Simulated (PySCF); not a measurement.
**Atomization energy of CO₂, singlet, from cheap to dear**

Geometry (MP2(full)/6-31G*, from the G2/97 set):

```json
{"atom": "C", "x (Å)": "0.0000", "y (Å)": "0.0000", "z (Å)": "0.0000"}
{"atom": "O", "x (Å)": "0.0000", "y (Å)": "0.0000", "z (Å)": "-1.1787"}
{"atom": "O", "x (Å)": "0.0000", "y (Å)": "0.0000", "z (Å)": "1.1787"}
```

Measured, as an electronic atomization energy: 1628.7 kJ/mol (G2/97 heats of formation of molecule and atoms, with zero-point and thermal terms from B3LYP taken off; Curtiss et al., J. Chem. Phys. 106, 1063 (1997), Staroverov et al., J. Chem. Phys. 119, 12129 (2003)). The measured value holds scalar relativity and spin–orbit coupling, which all computed ones lack, and core correlation, which the wave-function levels lack. Atoms are taken at the same level; beside RHF, RMP2 and RCC rows they are unrestricted. (Q) wasn't run for open shells, so the atoms' step beyond CCSDT comes from their full CI. PySCF 2.14.0; the 6-31G* set has Cartesian d functions; a miss is computed less measured; times are wall times on shared hosts and scatter by a factor of two or so; they hold the correlated step alone (with one SCF for RCCSD(T)), and functionals start from a converged Hartree–Fock density. B3LYP has the VWN-RPA form, and B2PLYP's MP2 part freezes the cores. A small miss in a small set is a cancellation of the method's error against the basis error.

| level | basis | miss (kJ/mol) | time of the run | hardware |
| --- | --- | --- | --- | --- |
| RHF | STO-3G | -942.7 | – | – |
| RMP2 | STO-3G | -429.3 | – | – |
| RCCSD(T) | STO-3G | -423.5 | 0.1 s | 1 CPU thread |
| RCCSDT(Q) | STO-3G | -424.2 | 0.88 s | 1 CPU thread |
| r2SCAN | STO-3G | -109.6 | 0.67 s | 1 CPU thread |
| B3LYP | STO-3G | -177.8 | 0.49 s | 1 CPU thread |
| wB97M-V | STO-3G | -152.2 | 4.9 s | 1 CPU thread |
| B2PLYP | STO-3G | -278.4 | 0.45 s | 1 CPU thread |
| RHF | 6-31G | -906.1 | – | – |
| RMP2 | 6-31G | -293.5 | – | – |
| RCCSD(T) | 6-31G | -377.2 | 0.19 s | 1 CPU thread |
| RCCSDT(Q) | 6-31G | -373.3 | 20 s | 1 CPU thread |
| PBE | 6-31G | -62.9 | 0.82 s | 1 CPU thread |
| r2SCAN | 6-31G | -173.8 | 1.3 s | 1 CPU thread |
| B3LYP | 6-31G | -211.9 | 0.87 s | 1 CPU thread |
| wB97M-V | 6-31G | -213.8 | 7.3 s | 1 CPU thread |
| B2PLYP | 6-31G | -254.0 | 0.84 s | 1 CPU thread |
| RHF | cc-pVDZ | -643.0 | – | – |
| RMP2 | cc-pVDZ | -35.1 | – | – |
| RCCSD(T) | cc-pVDZ | -137.7 | 0.51 s | 1 CPU thread |
| RCCSDT(Q) | cc-pVDZ | -133.1 | 4.1 min | 1 CPU thread |
| r2SCAN | cc-pVDZ | 3.3 | 2.2 s | 1 CPU thread |
| B3LYP | cc-pVDZ | -29.8 | 1.4 s | 1 CPU thread |
| wB97M-V | cc-pVDZ | -10.0 | 8.4 s | 1 CPU thread |
| B2PLYP | cc-pVDZ | -45.4 | 1.4 s | 1 CPU thread |
| RMP2 | 6-31G* | -14.8 | – | – |
| RCCSD(T) | 6-31G* | -118.1 | 0.62 s | 1 CPU thread |
| r2SCAN | 6-31G* | 13.3 | 2.1 s | 1 CPU thread |
| B3LYP | 6-31G* | -19.1 | 1.3 s | 1 CPU thread |
| r2SCAN | cc-pVTZ | 23.2 | 5 s | 1 CPU thread |
| B3LYP | cc-pVTZ | -8.9 | 3.4 s | 1 CPU thread |
| wB97M-V | cc-pVTZ | 2.5 | 14 s | 1 CPU thread |
| B2PLYP | cc-pVTZ | -3.2 | 3.4 s | 1 CPU thread |
| RHF | cc-pVQZ | -609.8 | – | – |
| RCCSD(T) | cc-pVQZ | -27.4 | 2.1 min | 1 CPU thread |
| PBE | cc-pVQZ | 118.2 | 33 s | 1 CPU thread |
| r2SCAN | cc-pVQZ | 23.6 | 38 s | 1 CPU thread |
| B3LYP | cc-pVQZ | -5.9 | 34 s | 1 CPU thread |
| wB97M-V | cc-pVQZ | 4.7 | 75 s | 1 CPU thread |
| B2PLYP | cc-pVQZ | 8.2 | 46 s | 1 CPU thread |

A dash: the level came out of a higher level's run.

A composite of the best parts (restricted reference, at this geometry, which isn't the minimum of the high levels):

```tsv
part	kJ/mol
Hartree–Fock limit (T, Q; exp(−5.46 √X))	1020.07
CCSD(T) correlation limit (T, Q; X⁻³)	602.64
CCSDT − CCSD(T) (DZ)	-0.75
(Q) (DZ)	5.33
sum	1627.3
sum less measured	-1.4
```
